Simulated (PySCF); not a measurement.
**The first ionisation energy along group 15**

All values are computed (PySCF 2.14, energy differences of UHF-based or UKS calculations, no spin-orbit coupling). Values in eV. The last column holds reference values (NIST; (s) semi-empirical, (t) theoretical, else measured). Unmarked ones compare directly (S terms, centres of terms, or small fine structure); those marked * lie between the lowest fine-structure levels and include a spin-orbit shift.

```csv
element,configurations,LDA,PBE,PBE0,r2SCAN,SCS-MP2 (valence),MP2 (valence and next inner shell),reference
"N (x2c-QZVPPall with one added diffuse shell each of s, p, d, f type, spin-free X2C)",[He] 2s2 2p3 → [He] 2s2 2p2,15.002,14.722,14.694,14.796,14.343,14.628,14.545
"P (x2c-QZVPPall with one added diffuse shell each of s, p, d, f type, spin-free X2C)",[Ne] 3s2 3p3 → [Ne] 3s2 3p2,10.565,10.476,10.516,10.624,10.327,10.511,10.526
"As (x2c-QZVPPall with one added diffuse shell each of s, p, d, f type, spin-free X2C)",[Ar] 3d10 4s2 4p3 → [Ar] 3d10 4s2 4p2,10.024,9.879,9.939,10.082,9.770,10.023,10.008
"Sb (x2c-QZVPPall with one added diffuse shell each of s, p, d, f type, spin-free X2C)",[Kr] 4d10 5s2 5p3 → [Kr] 4d10 5s2 5p2,9.128,8.967,9.041,9.163,8.884,9.153,9.124
```

```tsv
method	elements	mean error (eV)	mean absolute error (eV)	largest error (eV)
LDA	4	0.129	0.129	0.457
PBE	4	-0.040	0.128	0.177
PBE0	4	-0.003	0.078	0.149
r2SCAN	4	0.116	0.116	0.250
SCS-MP2 (valence)	4	-0.220	0.220	-0.240
MP2 (valence and next inner shell)	4	0.028	0.035	0.083
```

Errors include the incompleteness of the basis and the frozen core.

"Valence" correlates the outer s and p shells and, in groups 3 to 12 and the f block, the outer d or f shell, open or full, or the next shell where the ion has no valence electron left; the wider scheme adds the next inner shell.
